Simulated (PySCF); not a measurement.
Geometry:
```
atom   x (Å)   y (Å)   z (Å)
  C1   1.441   2.224   0.509
  C2   0.942   1.265  -0.199
  C3   0.438   0.293  -0.909
  C4  -0.433  -0.749  -0.377
  C5  -0.909  -1.709  -1.166
  C6  -0.756  -0.675   1.085
  H7   0.931   3.167   0.633
  H8   2.396   2.130   1.004
  H9   0.669   0.235  -1.965
 H10  -1.554  -2.484  -0.789
 H11  -0.673  -1.754  -2.216
 H12  -1.400  -1.498   1.384
 H13   0.161  -0.712   1.673
 H14  -1.254   0.267   1.311
```

One averaged value for each set of equivalent atoms, non-relativistic, one conformer, no solvent model. Shielding tensors at PBE0/pcSseg-1 (GIAO); geometry from GFN2-xTB; PySCF 2.14.0 with density-fitted response routines.

Referencing at the same level of theory: ¹³C vs TMS.

Question: Do the ¹³C shifts follow the atomic charges (in e)? Tabulate both.

Answer: 
```tsv
atoms	hybridisation	δ (ppm)	σ para (ppm)	Hirshfeld	IAO	Mulliken	ESP-fitted
C2	sp	224.3	-301	+0.01	+0.03	-0.16	+0.26
C4	sp2	146.5	-220	+0.01	+0.04	-0.42	+0.55
C5	sp2	119.9	-186	-0.11	-0.34	-0.06	-0.70
C3	sp2	102.5	-173	-0.07	-0.20	-0.08	-0.55
C1	sp2	81.9	-157	-0.11	-0.36	-0.14	-0.60
C6	sp3	23.4	-84	-0.12	-0.43	-0.13	-0.66
```

Correlation coefficients of δ with charge over these carbons: Hirshfeld +0.82, IAO +0.85, Mulliken -0.27, ESP-fitted +0.72; with the paramagnetic shielding -1.00. Among the 4 sp2 carbons alone: Hirshfeld +0.77, IAO +0.80, Mulliken -0.70, ESP-fitted +0.78. With so few points, grouped by hybridisation, these coefficients are fragile. Charge is one influence among several: hybridisation and low-lying excitations act through the paramagnetic term.

Shifts are as computed. Against solution values, carbons near 30 ppm lie about +3 ppm off and those near 130 ppm about +5 ppm (rms about the fit 2.1 ppm; single classes can miss by 10 ppm). Of 1328 compounds with measured shifts, 309 miss one by over three times the rms of a fit or turn the order of signals round; such compounds aren't used in these exercises. Signals without a measured value on file couldn't be tested in this way; 1H shifts scatter by 0.2 ppm about their fit, and single ones miss by 0.5 ppm.
